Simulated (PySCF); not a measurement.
Calculated properties of `C/C=C/C(Cl)Cl`

C4H6Cl2.
Z-matrix (Å and degrees, PBE0-D3(BJ)/def2-SVP geometry), rows numbered from 1:
```
C 
C   1  1.4893
C   2  1.3361  1  125.15
C   3  1.4825  2  122.84  1  -179.82
Cl  4  1.7882  3  110.66  2  -119.73
Cl  4  1.7904  3  110.60  2   118.30
H   1  1.1028  2  110.80  3   119.17
H   1  1.0992  2  111.83  3    -1.71
H   1  1.1024  2  110.93  3  -122.80
H   2  1.0982  1  116.55  3  -179.82
H   3  1.0955  2  121.47  1     0.25
H   4  1.0964  3  112.27  2    -0.58
```

Among its groups: C=C double bond and C–Cl bond.

PBE0-D3(BJ)/def2-SVP geometry optimisation, gas phase (PySCF):

| Quantity | Value |
| --- | --- |
| Rotational constants A, B, C | 3.061, 1.293, 0.956 GHz |

**CAM-B3LYP/def2-SVPD ground state, ΔSCF and vertical TDDFT (core frozen in the response) (PySCF)**

| Quantity | Value |
| --- | --- |
| Dipole moment | 2.88 D |
| HOMO energy | -9.07 eV |
| LUMO energy | 0.45 eV |
| HOMO–LUMO gap | 9.52 eV |
| Lowest singlet excitation | 6.65 eV (186 nm, f = 0.006) |
| Strongest line among the 10 lowest singlet transitions | S2 at 6.77 eV (183 nm, f = 0.458) |
| Lowest triplet excitation (Tamm–Dancoff) | 4.20 eV |
| Static isotropic polarisability | 81.1 au |
| Vertical ionisation energy | 9.85 eV |
| Electronic spatial extent ⟨r²⟩ about the centre of nuclear charge | 1170 bohr² |

From HF/pcSseg-2 ground state and GIAO shieldings, non-relativistic (PySCF):

| Property | Result |
| --- | --- |
| 13C chemical shifts (computed TMS as zero) by class | 141.3 (C3), 139.8 (C2), 73.9 (C4), 18.2 (C1) ppm |
| 1H chemical shifts (computed TMS as zero) by class | 5.98 (H11), 5.90 (H10), 5.62 (H12), 1.77 (H7/H8/H9) ppm |
| Isotropic shieldings of nuclei other than C and H, by class | 714 (Cl5/Cl6) ppm |

delta-SCF UKS SCAN, pcX-2 on the ionised atom, pcseg-1 elsewhere, spin-free X2C; 2p3/2 from a spin–orbit splitting computed afterwards within the 2p shell (PySCF):

| Quantity | Value |
| --- | --- |
| Core binding energies | Cl2p3/2 206.0 (Cl5/Cl6), C1s 290.9 (C3), C1s 291.0 (C2), C1s 291.3 (C1), C1s 293.8 (C4), Cl1s 2828.5 (Cl5/Cl6) eV |

Monoisotopic mass (most abundant isotopes): 123.9847 u.

With B = h/(8π²I), that is 505.379 GHz u Å² over I, the principal moments of inertia are 165.1, 390.9 and 528.9 u Å² (most abundant isotopes). The dipole matches unit charges of opposite sign 0.60 Å apart (1 e·Å = 4.8032 D). The principal polarisabilities are 64.1, 76.2 and 102.9 au; their mean is the isotropic value. S1 lies 2.87 eV below the HOMO–LUMO gap; its leading configuration is HOMO→LUMO+1, weight 0.71. The 10 singlets span 6.65 to 7.93 eV, and their oscillator strengths add up to 0.64. The vertical singlet–triplet gap S1 − T1 is 2.45 eV (TDDFT singlet less Tamm–Dancoff triplet; S1: HOMO→LUMO+1, weight 0.71; T1: HOMO→LUMO, weight 0.82). The ΔSCF ionisation energy exceeds −ε(HOMO) by 0.78 eV with CAM-B3LYP. No computed singlet falls in the visible range (750 to 380 nm, 1.65 to 3.26 eV); S1 lies 3.39 eV above its blue end.

The shieldings hold no spin–orbit term; for a carbon that bears several chlorines this term is known to matter.

One conformer stands for the species.
